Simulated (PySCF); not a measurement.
Species: CH3O3S (charge -1).
Structure used (PBE0-D3(BJ)/def2-TZVP), in Å, numbered top down from 1:
```xyz
8
CH3O3S angstrom
C     -0.785   -0.431   -0.048
S      0.792    0.423    0.034
O      1.500   -0.008   -1.164
O      0.436    1.836    0.038
O      1.390   -0.044    1.279
H     -0.603   -1.506   -0.027
H     -1.388   -0.134    0.811
H     -1.286   -0.153   -0.976
```

All values: wB97X-D/pcSseg-2 (PySCF, non-relativistic), on one gas-phase PBE0-D3(BJ)/def2-TZVP geometry that isn't relaxed in the solvent. The solvent is an IEF-PCM continuum (Bondi radii, 1.10 Å for H, scaled by 1.2). The model holds no explicit solvent molecules, cavitation or dispersion.

Gas phase at wB97X-D/pcSseg-2: HOMO -4.04 eV, LUMO 6.20 eV.

What does the continuum do to the energy and the frontier levels at wB97X-D/pcSseg-2 in chloroform?

| solvent | ε | E(solvent) − E(gas) (kJ/mol) | polarisation term (kJ/mol) | distortion of the solute (kJ/mol) | HOMO (eV) | LUMO (eV) |
| --- | --- | --- | --- | --- | --- | --- |
| chloroform | 4.711 | -212.04 | -217.60 | 5.56 | -8.10 | 3.50 |

Polarisation term: ½ Σ q·V over the induced surface charges. Distortion: the rise of the solute's own energy as its density leaves the gas-phase optimum.

Which radius a makes Born's formula ΔE = −(q²/2a)(1 − 1/ε) give the value in chloroform?

a = q²(1 − 1/ε)/(2|ΔE|) = 2.58 Å, with q = -1 e and |ΔE| = 0.0808 Eh; the farthest nucleus lies 1.89 Å from the centroid of the nuclei. The formula assumes a point charge at the centre of a sphere.

Hardware: one thread of an Arm Neoverse V1, no GPU, shared host with 32 logical CPUs at a one-minute load of 35. Cost: 33 s, 0.91 GiB resident at most. This is the whole shielding run at wB97X-D/pcSseg-2 in chloroform, SCF included.

wB97X-D is run here without its empirical dispersion term; that term would change no orbital, density or response property at a fixed geometry.
